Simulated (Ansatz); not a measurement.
# CH₄F₂N₂: up Jacob's ladder to CCSD(T)

The task here is to estimate one member of a computed series from the others.

Computed with Ansatz 0.2.0, Gaussian basis. Level: functionals in def2-TZVPP, the program's frozen cores in correlated methods.

Levels to be run: LDA (SPW92), PBE-D4, revPBE-D4, BLYP-D4, r2SCAN-D4, B97M-V, PBE0-D4, B3LYP-D4, r2SCANh-D4, r2SCAN0-D4, HSE06-D4, BHLYP-D4, CAM-B3LYP-D4, LC-ωPBE, ωB97X-V, ωB97M-V, B2PLYP, PBE-QIDH; CCSD(T)/def2-SVP; CCSD(T)/def2-TZVPP; MP2/def2-QZVPP; extrapolation to the limit; RPA on PBE.

### The relaxed structure

An earlier PBE0-D4 in a triple-zeta def2 set relaxation fixed the geometry.

SMILES `NC(N)(F)F`, 9 atoms, charge 0, spin multiplicity 1.

Atoms are counted from 1 here; the program's logs count them from 0.

Bond lengths: N1–C2 1.402 Å, N1–H6 1.010 Å, N1–H7 1.010 Å, C2–N3 1.402 Å, C2–F4 1.376 Å, C2–F5 1.376 Å, N3–H8 1.010 Å, N3–H9 1.010 Å. Angles: C2–N1–H6 110.6°, C2–N1–H7 111.1°, H6–N1–H7 110.9°, N1–C2–N3 111.1°, N1–C2–F4 114.1°, N1–C2–F5 107.1°, N3–C2–F4 107.1°, N3–C2–F5 114.1°, F4–C2–F5 103.3°, C2–N3–H8 110.6°, C2–N3–H9 111.1°, H8–N3–H9 110.9°.

The first run:

Contents of in.yaml:

```yaml
crystal:
  periodic: [false, false, false]
  atoms:
    - {symbol: N, position_ang: [-0.593079, 0.953141, -0.505218]}
    - {symbol: C, position_ang: [0.288370, -0.089951, -0.189468]}
    - {symbol: N, position_ang: [-0.106176, -0.744525, 0.985520]}
    - {symbol: F, position_ang: [0.397782, -1.048529, -1.170169]}
    - {symbol: F, position_ang: [1.552258, 0.450474, -0.133526]}
    - {symbol: H, position_ang: [-1.531722, 0.601157, -0.627810]}
    - {symbol: H, position_ang: [-0.285186, 1.454433, -1.326792]}
    - {symbol: H, position_ang: [-0.136094, -0.097582, 1.760477]}
    - {symbol: H, position_ang: [0.502347, -1.524918, 1.189887]}
basis:
  gaussian: {orbitals: def2-TZVPP}
hamiltonian: {xc: lda}
output: {orbitals: {seedname: orbitals}}
```

Run with:

```console
$ ansatz run in.yaml --threads 2 --pin off --events-out ev --progress --plain --max-ram 4352MiB
```

Among the steps run: LDA; PBE-D4 (GGA); revPBE-D4 (GGA); BLYP-D4 (GGA); r2SCAN-D4 (meta-GGA); B97M-V (meta-GGA); B3LYP-D4 (hybrid); r2SCANh-D4 (hybrid); r2SCAN0-D4 (hybrid); HSE06-D4 (hybrid); BHLYP-D4 (hybrid); CAM-B3LYP-D4 (range-separated); LC-ωPBE (range-separated); ωB97X-V (range-separated); ωB97M-V (range-separated); B2PLYP (double hybrid); PBE-QIDH (double hybrid).

One of the session's tables, all rows but one given; the rest of the session is left out.

It belongs to the step «Frontier levels by functional». 

```
  functional  HOMO (eV)  LUMO (eV)  gap (eV)
 LDA (SPW92)      -6.74       0.13      6.86
      PBE-D4      -6.56       0.22      6.78
   revPBE-D4      -6.48       0.27      6.76
     BLYP-D4      -6.47       0.14      6.61
   r2SCAN-D4      -6.93       1.07      8.00
      B97M-V      -7.07       0.45      7.52
     PBE0-D4      -8.19       1.05      9.23
    B3LYP-D4      -7.94       0.65      8.58
  r2SCANh-D4          ?          ?         ?
  r2SCAN0-D4      -8.45       1.62     10.07
    HSE06-D4      -7.77       0.69      8.46
    BHLYP-D4      -9.76       1.58     11.34
CAM-B3LYP-D4      -9.71       1.75     11.46
     LC-ωPBE     -11.12       3.12     14.24
     ωB97X-V     -10.74       2.91     13.64
     ωB97M-V     -10.65       2.40     13.04
```

Q: Estimate the row for r2SCANh-D4 from the others.

Worked estimate for «HOMO (eV)». Against the share of exact exchange, r2SCAN-D4 (0, -6.93), r2SCAN0-D4 (0.25, -8.45) give a slope of -6.08 per unit share; at 0.1 the line stands at -7.54.

**Answer.** HOMO (eV): -7.53; LUMO (eV): 1.30; gap (eV): 8.83. In «HOMO (eV)» the line misses by -0.01.
